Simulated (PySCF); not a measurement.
Working out the ionisation energy of S

S [Ne] 3s2 3p4 (3P) → S⁺ [Ne] 3s2 3p3 (4S). Calculation: PySCF 2.14, in def2-SVP (4s3p1d, 18 functions); the non-relativistic Hamiltonian (point nucleus). Frozen: [Ne]. Energies in hartree (1 hartree = 27.21139 eV):

```
            part    S (lower)   S⁺ (upper)
             UHF  -397.366396  -397.028660
CCSD correlation    -0.100377    -0.086684
             (T)    -0.001125    -0.000954
```

**Question.** What does Hartree-Fock give?

**Answer.** (-397.028660) − (-397.366396) = 0.337736 hartree = 9.190 eV.

**Question.** What do CCSD and CCSD(T) give?

**Answer.** The CCSD correlation energies differ by 0.013693 hartree = 0.373 eV and the triples by 0.000171 hartree = 0.005 eV, so CCSD gives 9.563 eV and CCSD(T) 9.568 eV.

Measured between the centres of the two terms (NIST): 10.336 eV, so CCSD(T) (valence) is off by -0.768 eV.

A double-zeta basis recovers only part of the correlation energy.

What remains against the reference includes basis incompleteness, the frozen core and higher excitations.
